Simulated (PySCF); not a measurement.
# Static response to an electric field

1,2-dimethylhydrazine, C2H8N2.
Cartesian coordinates in Å at the PBE0-D3(BJ)/def2-SVP level; atoms count from 1:
```xyz
12
C2H8N2 angstrom
C      1.7775    0.0198   -0.3643
N      0.4200   -0.4556   -0.3339
N     -0.4052    0.3479    0.4496
C     -1.7917    0.2298    0.0834
H      1.8007    1.0289   -0.8016
H      2.3817   -0.6482   -0.9984
H      2.2690    0.0779    0.6321
H      0.3876   -1.4388   -0.0485
H     -0.2793    0.1740    1.4508
H     -1.9212    0.5497   -0.9612
H     -2.3946    0.8892    0.7269
H     -2.2055   -0.7993    0.1685
```

Level: CAM-B3LYP/def2-SVPD (PySCF), static field, nuclei fixed, core orbitals frozen in the response. The polarisability tensor in these axes (au):

```
x   54.72 -0.99 -1.85
y   -0.99 43.02  1.37
z   -1.85  1.37 42.94
```

Task: What are the eigenvalues, a third of the trace, and Δα (Δα² = ½Σ(αi − αj)² over the three pairs)?

Result: Principal values 41.58, 43.98 and 55.12 au; mean 46.89 au = 6.95 Å³ = 7.73 × 10⁻⁴⁰ C²·m²/J; Δα = 12.52 au (27 % of the mean).

Task: What is the dipole moment, and where does it point?

Result: (0.09, -1.10, 1.22) D, 1.65 D in size, pointing from the negative to the positive side. Measured along this direction, the outermost atoms are H5 and H10 at the negative end and H9 and H8 at the positive end.

Task: Traceless (Buckingham) quadrupole moment about the centre of nuclear charge: eigenvalues?

Result: -2.88, 0.71, 2.17 D·Å. The values depend on the origin, since the dipole doesn't vanish. The electronic extent ⟨r²⟩ about the same centre is 365 bohr², a root-mean-square distance of 1.73 Å for the 34 electrons.

Task: What would n − 1 = 2πNα be for an ideal gas of these molecules at 350 K and 1 atm, electronic part alone?

Result: N = p/kT = 2.0968 × 10¹⁹ cm⁻³, so n − 1 = 2π × N × 6.95 × 10⁻²⁴ cm³ = 916 × 10⁻⁶ at long wavelengths.

Task: In TDDFT the mean static polarisability is Σ f/ω² over all singlet excitations (ω in hartree). How much of it do the 10 lowest give? Their energies (eV) and oscillator strengths: 5.77, 0.0162; 6.47, 0.0001; 6.94, 0.0223; 7.23, 0.0415; 7.27, 0.0013; 7.80, 0.0516; 7.93, 0.1061; 8.13, 0.0000; 8.52, 0.0002; 8.56, 0.0568.

Result: They add up to 3.76 au, 8.0 % of the 46.89 au; the largest single term is 1.25 au, from the state at 7.93 eV. Terms in order: 0.36, 0.00, 0.34, 0.59, 0.02, 0.63, 1.25, 0.00, 0.00, 0.57 au. Higher excitations give the rest. The strengths listed sum to 0.296.

Task: Along which axes do the principal values lie, and how far do the nuclei extend along each?

Result: Largest value along (0.98, -0.10, -0.16), where the nuclei span 5.12 Å; middle along (0.18, 0.74, 0.65), 2.05 Å; least along (0.05, -0.67, 0.74), 2.13 Å. 

Geometry: PBE0-D3(BJ)/def2-SVP, one conformer, isolated molecule.
